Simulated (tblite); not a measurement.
Compound: C4H6FS (doublet state).
Numbering: `[CH3:1][S:2][C:3]1[CH2:4][C@H:5]1[F:6]` (hydrogens: H7, H8, H9 on C1; H10, H11 on C4; H12 on C5)

The geometry is computed with GFN2-xTB (gas phase). This method treats the open shell by occupation alone, without spin polarisation.

Question: What internal coordinates does the optimisation give?

Answer: 
| bond | length (bohr) |
| --- | --- |
| C1–S2 | 3.437 |
| S2–C3 | 3.229 |
| C3–C4 | 2.795 |
| C4–C5 | 2.851 |
| C5–F6 | 2.599 |
| C3–C5 | 2.776 |
| C1–H7, C1–H8, C1–H9 | 2.051 |
| C4–H10 | 2.044 |
| C4–H11 | 2.047 |
| C5–H12 | 2.050 |

Bonds in one row agree within 0.02 bohr and their mean is given. A selection of angles:
| angle | degrees |
| --- | --- |
| S2–C1–H7 | 109.1 |
| S2–C1–H9 | 107.0 |
| H7–C1–H8 | 110.7 |
| H7–C1–H9 | 110.4 |
| C1–S2–C3 | 99.2 |
| S2–C3–C4 | 129.0 |
| S2–C3–C5 | 130.2 |
| C4–C3–C5 | 61.6 |
| C3–C4–C5 | 58.9 |
| C3–C4–H10 | 119.1 |
| C3–C4–H11 | 119.2 |
| C5–C4–H10 | 117.5 |
| C5–C4–H11 | 118.1 |
| H10–C4–H11 | 113.6 |
| C4–C5–F6 | 118.4 |
| C4–C5–H12 | 120.8 |
| F6–C5–H12 | 109.0 |
| C3–C5–C4 | 59.6 |
| C3–C5–F6 | 120.5 |
| C3–C5–H12 | 121.2 |

Dihedral angles: C1–S2–C3–C4 -141° (anticlinal); S2–C3–C4–C5 120° (anticlinal); C3–C4–C5–F6 -111° (anticlinal); S2–C3–C5–C4 -119° (anticlinal).

The C–C distances run from 1.469 Å (C3–C5, drawn single) to 1.509 Å (C4–C5, drawn single), a spread of 0.040 Å. S2 (sulfur bonded to 2 C) is bent (angle 99.2°). The 2 C–S bonds span 1.709 Å (S2–C3, drawn single) to 1.819 Å (C1–S2, drawn single), a spread of 0.110 Å. Of the pairs four or more bonds apart, F6···H7 is among the closest relative to their van der Waals radii: 2.70 Å, 101 % of the sum of Bondi's values. The 3-membered ring C3–C4–C5 has internal angles of 58.9° to 61.6°. C3 (carbon bonded to 2 C and S) is pyramidal (angles 130.2°, 129.0° and 61.6°, sum 320.8°, 0.52 Å off the plane of its three neighbours).

Point group: C1 (no symmetry element, even within 0.4 Å). Its GFN2-xTB frequencies are all real (lowest 70 cm⁻¹). 3 starts were optimised and ended at 0.00, 0.76 and 0.81 kcal/mol (GFN2-xTB); the lowest of these is shown.

Hardware: one thread, Arm Neoverse V1 (aarch64), shared host. Cost: 0.3 s. These figures are those of the optimisation.

One conformer stands for the species.
